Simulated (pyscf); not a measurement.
8 silicon, germanium or tin steps of one kind (hydrogen abstraction, radical): reaction energy in kcal/mol, from the separated reactants or the lowest minimum found. Single points on ωB97X-D3(BJ)/def2-SVP structures (PySCF, gas phase). Functionals in def2-TZVP; the last column is ωB97M-D3(BJ)/def2-TZVP. Rows were drawn at random from the steps of this kind and element class whose saddle was verified and whose references are stable.

```json
[
 {"step": "F–SiH₂–NH–SiH₃ + H• -> F–SiH₂–NH–SiH₂• + H₂", "PBE": "…", "r²SCAN": "-15.9", "B3LYP-D3(BJ)": "-15.6", "ωB97M-D3(BJ)": "-11.5"},
 {"step": "HN=SiH–Cl + H• → [HN=Si–Cl]• + H₂", "PBE": "-24.4", "r²SCAN": "-24.8", "B3LYP-D3(BJ)": "-25.7", "ωB97M-D3(BJ)": "-21.3"},
 {"step": "H₃Si–O–SiH₂–O–SiH₃ + F–CH•–F → H₃Si–O–SiH•–O–SiH₃ + F–CH₂–F", "PBE": "…", "r²SCAN": "-8.0", "B3LYP-D3(BJ)": "-8.6", "ωB97M-D3(BJ)": "-7.6"},
 {"step": "H₃C–SiH(Cl)–Cl + CH₃• -> H₃C–Si•(Cl)–Cl + CH₄", "PBE": "-20.5", "r²SCAN": "-15.9", "B3LYP-D3(BJ)": "-16.8", "ωB97M-D3(BJ)": "-15.0"},
 {"step": "•HN–SiH₂–Cl + H₂ -> H₂N–SiH₂–Cl + H•", "PBE": "-10.2", "r²SCAN": "-6.5", "B3LYP-D3(BJ)": "-6.2", "ωB97M-D3(BJ)": "-10.2"},
 {"step": "•HN–SiH₃ + H₂ -> H₂N–SiH₃ + H•", "PBE": "-8.2", "r²SCAN": "-4.5", "B3LYP-D3(BJ)": "-4.2", "ωB97M-D3(BJ)": "-8.3"},
 {"step": "H₃Si–O–AsH₂ + H• -> •H₂Si–O–AsH₂ + H₂", "PBE": "-13.0", "r²SCAN": "-13.8", "B3LYP-D3(BJ)": "-13.3", "ωB97M-D3(BJ)": "-9.0"},
 {"step": "Cl–SiH(Cl)–Cl + NH₂• → Cl–Si•(Cl)–Cl + NH₃", "PBE": "-24.0", "r²SCAN": "-19.2", "B3LYP-D3(BJ)": "-19.0", "ωB97M-D3(BJ)": "-17.5"}
]
```

Question: Some entries are withheld; supply them.

Answer: 
- F–SiH₂–NH–SiH₃ + H• -> F–SiH₂–NH–SiH₂• + H₂, PBE: -14.9
- H₃Si–O–SiH₂–O–SiH₃ + F–CH•–F → H₃Si–O–SiH•–O–SiH₃ + F–CH₂–F, PBE: -10.7

Differences from the last column (kcal/mol): PBE: mean -3.2, median -3.3, mean size 3.2, lower in 6 of 8; r²SCAN: mean -1.0, median -1.3, mean size 2.9, lower in 6 of 8; B3LYP-D3(BJ): mean -1.1, median -1.6, mean size 3.1, lower in 6 of 8. PBE is closest for row 5 (0.0 kcal/mol apart) and farthest for row 8 (6.5 kcal/mol). PBE, r²SCAN and M06-2X carry no added dispersion term. The last column is a level with limits of its own. Elements up to Kr have no core potential and no relativistic terms here.
